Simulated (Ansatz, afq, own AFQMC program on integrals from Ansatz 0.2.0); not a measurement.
AFQMC, coupled cluster and functionals along a coordinate of H2 + Si, triplet

```xyz
3

H     0.0000    0.0000   -1.0840
H     0.0000    0.0000   -0.3390
Si    0.0000    0.0000    1.4230
```

A hydrogen atom is moved from one rigid fragment to the other; the H1–H2 distance tells how far. The two fragments are held close together, so this isn't a minimum-energy path and the start is a compressed complex. Energies in eV count from this geometry (0.745 Å) at the same level; the start stands on UHF, each point on the determinant named.

Basis cc-pVTZ. Only valence electrons are correlated. Integrals, coupled cluster, full CI and functionals: Ansatz 0.2.0; the random walks run on the same integrals in our own AFQMC program. The CISD trial takes its coefficients from CCSD amplitudes. Released means that phaseless walkers are propagated on without the constraint, phases kept. Uncertainties: one standard error, sampling alone.

Cautions, each for one point or more: an unrestricted solution with more broken spin lies lower; higher spins were not checked; lower spins were not checked; strong correlation; unrestricted determinant slightly spin contaminated.

```tsv
r(H1–H2) / Å	det.	T1	weight	⟨S²⟩	CCSD(T)	ph-AFQMC/CISD	released AFQMC	CCSDT(Q)	B3LYP	HF
0.837	UHF	0.020	0.91	2.03	0.210	0.211 ± 0.003	0.210 ± 0.002*	0.207	0.193	0.305
0.883	UHF	0.019	0.91	2.03	0.392	0.393 ± 0.003	–	0.388	0.370	0.544
0.929	UHF	0.018	0.90	2.03	0.613	0.614 ± 0.003	–	0.607	0.587	0.826
0.975	UHF	0.027	0.89	2.07	0.865	0.861 ± 0.003	0.863 ± 0.002*	0.857	0.838	1.140
1.067	UHF¶	0.067	0.84	2.07	1.461	1.466 ± 0.003	–	1.443	1.358	1.935
```

Weight is that of the determinant in the CISD state; at the start T1 is 0.020 and the weight 0.91, and ⟨S²⟩ is 2.03. ¶ marks points with a poor determinant and no full CI, where no value is sure; they don't count among the departures. An asterisk marks released energies that aren't shown to be converged. Symmetry can't show for every point that it stays on the start's state. A dash marks a missing value, a released energy that hasn't settled or a functional that sits on another state. Largest departures from CCSDT(Q), at the points where its series has closed: CCSD(T) 0.008 eV at 0.975 (on UHF), ph-AFQMC/CISD 0.007 eV at 0.929 (on UHF), B3LYP -0.020 eV at 0.929, HF 0.283 eV at 0.975 (on UHF). Functionals count only at points shown to share the start's state and spin.

Some points may be missing: those where a free walk finds a much lower state, and past Zn most of those on another determinant than at the start.

A walk keeps the symmetry of its determinant, which the program's search chose and which needn't be the lowest solution, so a lower state of the same spin and another symmetry isn't excluded.
